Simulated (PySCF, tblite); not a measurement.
A database entry of computed molecular properties. Lists by class give the value and the number of equivalent atoms.

```json
{
 "formula": "C4H10OP",
 "smiles": "COCC[P-]C",
 "charge": -1,
 "multiplicity": 1,
 "geometry_level": "GFN2-xTB",
 "atoms_angstrom": [
  ["C", -2.636, 0.328, 0.28],
  ["O", -2.047, -0.847, -0.195],
  ["C", -0.784, -1.139, 0.405],
  ["C", 0.338, -0.18, 0.081],
  ["P", 1.907, -0.779, 0.929],
  ["C", 2.951, 0.628, 0.299],
  ["H", -3.65, 0.359, -0.124],
  ["H", -2.683, 0.333, 1.379],
  ["H", -2.093, 1.225, -0.045],
  ["H", -0.523, -2.133, 0.039],
  ["H", -0.903, -1.196, 1.496],
  ["H", 0.493, -0.129, -1.004],
  ["H", 0.107, 0.83, 0.443],
  ["H", 3.96, 0.482, 0.682],
  ["H", 2.573, 1.591, 0.652],
  ["H", 2.983, 0.636, -0.794]
 ],
 "electronic_structure_code": "PySCF",
 "results": {
  "GFN2-xTB geometry": {
   "point_group": "C1",
   "rotational_constants_GHz": [7.804, 1.126, 1.043]
  },
  "PBE0/pcSseg-1 ground state and GIAO shieldings, non-relativistic": {
   "homo_eV": 1.54,
   "lumo_eV": 4.98,
   "shift_vs_computed_TMS_C_by_class_ppm": [
    [80.1, 1],
    [57.8, 1],
    [36.0, 1],
    [18.7, 1]
   ],
   "shift_vs_computed_TMS_H_by_class_ppm": [
    [4.3, 2],
    [3.33, 3],
    [2.43, 2],
    [1.73, 3]
   ],
   "shielding_other_nuclei_by_class_ppm": [
    ["O", 305.1, 1],
    ["P", 395.6, 1]
   ],
   "charges_hirshfeld_e_by_atom": [-0.06, -0.17, -0.02, -0.16, -0.45, -0.22, 0.03, 0.02, 0.02, 0.02, 0.01, 0.0, 0.0, 0.0, -0.01, -0.01]
  },
  "GFN2-xTB harmonic vibrations, gas phase": {
   "strongest_ir_bands_cm-1_km_per_mol_modes": [
    [1094.1, 117.3, 1],
    [2884.8, 77.1, 1],
    [2891.6, 89.7, 1],
    [2902.1, 72.5, 1],
    [2912.8, 88.6, 1],
    [2973.4, 74.0, 1]
   ],
   "zpe_kcal_per_mol": 82.7
  }
 }
}
```

The rotational constants make it an asymmetric top with κ = (2B − A − C)/(A − C) = -0.98, nearer the prolate limit (−1). With B = h/(8π²I), that is 505.379 GHz u Å² over I, the principal moments of inertia are 64.8, 449.0 and 484.4 u Å² (most abundant isotopes); the inertial defect Ic − Ia − Ib is -29.4 u Å² (zero for a rigid planar frame, negative otherwise). The zero-point energy, half the sum of the 42 harmonic wavenumbers, equals 28940 cm⁻¹ or 346 kJ/mol.

One conformer (not necessarily the lowest) at the GFN2-xTB geometry, without solvent or vibrations. NMR classes are plain means over equivalent atoms (diastereotopic ones count apart unless rotation or inversion swaps them), as if these changed places fast; in this geometry the members of some classes differ. The HOMO energy is positive, so at this level the finite basis confines the outermost electrons. No diffuse functions stand in pcSseg-1, which bears on an anion's orbital energies.

For the vibration job (GFN2-xTB), on an Arm Neoverse V2 with one thread, no GPU, shared host with 96 logical CPUs at a one-minute load of 41, this took 0.34 s of wall time.

The values belong to the conformer `[CH3:1][O:2][CH2:3][CH2:4][P-:5][CH3:6]`: C1–O2–C3–C4 -67°, O2–C3–C4–P5 -178°, C3–C4–P5–C6 180°.
